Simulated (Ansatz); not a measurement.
# C2H4S (SMILES CC=S): single points off equilibrium

The task here is to estimate one member of a computed series from the others.

Computed with Ansatz 0.2.0, Gaussian basis. Level: single points in def2-TZVPP.

Correlated methods freeze the cores.

### The system as given

7 atoms, charge 0, spin multiplicity 1.

Atoms are counted from 1 here; the program's logs count them from 0.

Bond lengths: C1–C2 1.393 Å, C1–H4 1.111 Å, C1–H5 0.857 Å, C1–H6 1.239 Å, C2–S3 1.541 Å, C2–H7 1.184 Å. Angles: C2–C1–H4 115.0°, C2–C1–H5 125.9°, C2–C1–H6 95.6°, H4–C1–H5 97.9°, H4–C1–H6 114.5°, H5–C1–H6 108.7°, C1–C2–S3 130.8°, C1–C2–H7 114.7°, S3–C2–H7 113.5°.

Geometry (Å):

```
C    -0.5783    0.2339   -0.2402
C     0.6560   -0.3316    0.0713
S     1.0924   -1.2037    1.2648
H    -1.4279   -0.4813   -0.2695
H    -0.7656    0.6691   -0.9547
H    -0.5987    1.0172    0.7195
H     1.4493   -0.3030   -0.8069
```

Set-up of the first run:

File run/in.yaml:

```yaml
crystal:
  periodic: [false, false, false]
  atoms:
    - {symbol: C, position_ang: [-0.578300, 0.233900, -0.240200]}
    - {symbol: C, position_ang: [0.656000, -0.331600, 0.071300]}
    - {symbol: S, position_ang: [1.092400, -1.203700, 1.264800]}
    - {symbol: H, position_ang: [-1.427900, -0.481300, -0.269500]}
    - {symbol: H, position_ang: [-0.765600, 0.669100, -0.954700]}
    - {symbol: H, position_ang: [-0.598700, 1.017200, 0.719500]}
    - {symbol: H, position_ang: [1.449300, -0.303000, -0.806900]}
basis:
  gaussian: {orbitals: def2-TZVPP}
correlation: {method: ccsd_t}
output: {forces: true}
```

No record of the launch command was kept for these runs.

Among the steps run: CCSD(T)/def2-TZVPP; PBE0-D4/def2-TZVPP; wB97M-V/def2-TZVPP; r2SCAN-D4/def2-TZVPP; PBE-D4/def2-TZVPP; BLYP-D4/def2-TZVPP; r2SCANh-D4/def2-TZVPP.

One of the session's tables, all rows but one given; the rest of the session is left out.

```
    method  RMS force component (eV/Å)  angle to CCSD(T) forces (°)  dipole (D)
   CCSD(T)                       5.311                    reference        2.25
   PBE0-D4                       5.269                          2.4        2.49
   wB97M-V                       5.221                          1.9        2.42
 r2SCAN-D4                       5.226                          2.2        2.57
    PBE-D4                           ?                            ?           ?
   BLYP-D4                       5.181                          2.4        2.38
r2SCANh-D4                       5.233                          2.2        2.57
```

Estimate the missing values for PBE-D4.

**Answer.** RMS force component (eV/Å): 5.251; angle to CCSD(T) forces (°): 3.0; dipole (D): 2.42. In the column «RMS force component (eV/Å)» it lies between r2SCANh-D4 (5.233) and PBE0-D4 (5.269).
